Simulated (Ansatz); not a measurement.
Born–Oppenheimer molecular dynamics of FH$_{3}$OSi (6 atoms, charge 0, multiplicity 1). It starts at the highest image of a converged band. Of that band: Neighbouring images differ by up to 2.5 eV, so the band resolves the path poorly. A vibrational analysis at the climbing image gives one clearly imaginary mode, 2078i cm⁻¹: a first-order saddle point.

The calculation used Ansatz 0.2.0, RHF/def2-SVP.

```
ensemble                      : NVE (velocity Verlet)
time step                     : 0.5 fs
steps asked                   : 200
starting velocities drawn for : 300 K
seed                          : 3919
```

First frame:

```xyz
6
Properties=species:S:1:pos:R:3
Si 0.183 0.029 -0.337
O 0.689 0.122 1.417
H 0.468 -0.485 2.119
H 1.560 -0.034 0.532
F -0.775 1.307 -0.578
H -0.766 -1.115 -0.377
```

Problem. What does the run give?

Solution. The run went to its last step.

```
steps done                                               : 200
time covered                                             : 100 fs
mean temperature over the second half                    : 2578 K
spread of the potential energy over the second half      : 9.5 meV per atom
mean potential energy of the second half above the start : -196.5 meV per atom
```

The conserved energy stayed within 0.81 meV per atom of its start (net change -0.46 meV per atom), so the integration is sound. The kinetic energy rose, since the run started high on the potential surface and went downhill. It ends in pieces (FHSi + H2O), so much of that is their flight and rotation, not heat. A run of 0.1 ps of so small a system gives no equilibrium averages. The orbitals stay closed-shell, which can raise the energy where a bond breaks towards radicals; this wasn't checked here.

Problem. What happens to the structure?

Solution. Between its relaxed ends the band would form O2–H4 and break Si1–H4. These pairs go: O2–H4 1.25 → 0.91 Å, Si1–H4 1.63 → 4.66 Å. In the last frame they stand as after the step (other bonds may differ from the relaxed reactants and products). Also parted: Si1–O2 1.83 → 4.88 Å. It ends as FHSi + H2O. Pairs count as bonded within 1.25 times the sum of covalent radii (0.12 Å more for H–H). This is one draw of velocities; another would differ in detail.

Problem. How do temperature and energy run in time?

Solution. 
```tsv
time (fs)	T (K)	potential energy less start (eV)	conserved less start (meV/atom)
0	300	0.000	0.00
3	224	0.040	0.15
6	662	-0.185	0.27
9	1846	-0.801	-0.18
12	2556	-1.169	-0.47
15	2786	-1.285	0.01
18	3159	-1.477	0.30
21	3065	-1.431	-0.24
24	2989	-1.392	-0.29
27	2586	-1.180	0.33
30	2193	-0.977	0.21
33	2864	-1.330	-0.66
36	2875	-1.334	-0.43
39	2397	-1.082	0.37
42	2757	-1.273	-0.43
45	2785	-1.288	-0.56
48	2543	-1.159	0.04
51	2500	-1.135	0.50
54	2688	-1.235	-0.06
57	2733	-1.261	-0.48
60	2647	-1.216	-0.31
63	2596	-1.187	0.09
66	2592	-1.188	-0.46
69	2601	-1.193	-0.51
72	2571	-1.174	-0.03
75	2387	-1.077	0.33
78	2509	-1.142	0.02
81	2676	-1.230	-0.26
84	2655	-1.219	-0.25
87	2531	-1.154	-0.04
90	2636	-1.210	-0.32
93	2649	-1.217	-0.43
96	2418	-1.096	-0.10
99	2423	-1.097	0.11
```

The run took 2.7 min on 1 thread of Intel(R) Xeon(R) Platinum 8259CL CPU @ 2.50GHz (Skylake/Cascade Lake) (shared host), peak memory 0.11 GiB.
